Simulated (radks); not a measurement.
# Ionisation of B²⁺: one atom, several choices of exchange strength α

One table from this session's results is given with a row withheld; the runs are named, their logs left out.

Program: radks (a radial shooting solver on a logarithmic mesh, Libxc functionals) version 1. Level of theory: non-relativistic Kohn-Sham, spin-polarised, spherical densities, point nucleus; open shells are filled with parallel spins first. These are calculated values, not measurements, unless marked.

## Starting point

```
element       : boron (Z = 5)
charge        : +2
electrons     : 3
configuration : [He] 2s1
ion           : B³⁺, [He]
choices       : α = 0.667; α = 0.685; α = 0.849; α = 0.96; α = 0.99
```

Outer shells as boxes (Hund's rule):

B²⁺
```
[He] core
2s [↑ ]
```

B³⁺
```
1s [↑↓]
```

Set-up of the first run:

Input:

```text
Z 5
configuration [He] 2s1
relativity non-relativistic
functional xalpha 0.667
spin polarised
nucleus point
```

Steps of the session up to this table: α = 0.667: B²⁺.

One of the session's tables, all rows but one given; the rest of the session is left out.

Radial moments (bohr):

| level | <r> | outermost maximum (interpolated) | 90 % within |
| --- | --- | --- | --- |
| 1s up | 0.3315 | 0.212 | 0.596 |
| 1s down | ? | ? | ? |
| 2s up | 1.640 | 1.38 | 2.52 |
| 2s down | 1.703 | 1.37 | 2.67 |

Q: Estimate the row for 1s down from the others.

As computed: <r>: 0.3306; outermost maximum (interpolated): 0.212; 90 % within: 0.594. In the column «<r>» it is the lowest.
